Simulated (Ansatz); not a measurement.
Geometry optimisation, Ansatz 0.2.0, RKS B3LYP/def2-SVP.

Input file:

```yaml
crystal:
  periodic: [false, false, false]
  atoms:
    - { symbol: "N", position_ang: [-1.6697, -0.4295, 0.4875] }
    - { symbol: C, position_ang: [-0.3173, -0.7892, 0.3358] }
    - { symbol: C, position_ang: [0.7217, 0.1155, 0.8732] }
    - { symbol: C, position_ang: [0.7057, -0.0612, -0.605] }
    - { symbol: S, position_ang: [0.1053, 1.2458, -1.6175] }
    - { symbol: H, position_ang: [-1.81181, 0.15169, 1.39864] }
    - { symbol: H, position_ang: [-2.25757, -1.23358, 0.69258] }
    - { symbol: H, position_ang: [-0.1113, -1.8376, 0.4586] }
    - { symbol: H, position_ang: [0.4569, 1.0711, 1.3765] }
    - { symbol: H, position_ang: [1.5961, -0.3521, 1.4128] }
    - { symbol: H, position_ang: [1.3778, -0.6897, -1.0555] }
    - { symbol: H, position_ang: [1.2904, 1.9171, -1.6559] }
basis:
  gaussian: { orbitals: def2-SVP }
hamiltonian:
  xc: b3lyp
relax:
  f_tol: 0.015
  max_steps: 40
```

Command:

```bash
$ ansatz run input.yaml --threads 2 --pin off --max-ram 3072MiB --backend cpu --events-out ev --progress --plain --runs-dir out
```

Question: Where does it end, and by what steps?

Answer: The run converged. After 11 steps the energy has fallen by 0.534 eV; H7 moved furthest, 0.83 Å.

| step | energy less start (eV) | largest force component (eV/Å) | accepted |
| --- | --- | --- | --- |
| 0 | 0.0000 | 2.888 | yes |
| 1 | -0.3807 | 1.152 | yes |
| 2 | -0.4425 | 0.254 | yes |
| 3 | -0.4621 | 0.364 | yes |
| 4 | -0.4919 | 0.404 | yes |
| 5 | -0.5094 | 0.547 | yes |
| 6 | -0.5289 | 0.144 | yes |
| 7 | -0.5293 | 0.160 | yes |
| 8 | -0.5336 | 0.030 | yes |
| 9 | -0.5337 | 0.017 | yes |
| 10 | -0.5338 | 0.024 | yes |
| 11 | -0.5338 | 0.006 | yes |

```xyz
12
Properties=species:S:1:pos:R:3
N -1.607 -0.267 0.625
C -0.262 -0.748 0.492
C 0.856 0.135 0.988
C 0.651 -0.056 -0.496
S -0.053 1.256 -1.522
H -1.950 -0.395 1.577
H -2.240 -0.770 0.004
H -0.084 -1.832 0.584
H 0.560 1.105 1.396
H 1.724 -0.332 1.462
H 1.356 -0.702 -1.027
H 1.136 1.715 -1.981
```

Run time: 30 s on 2 threads of Arm Neoverse V2, on a shared host, peak memory 0.25 GiB.
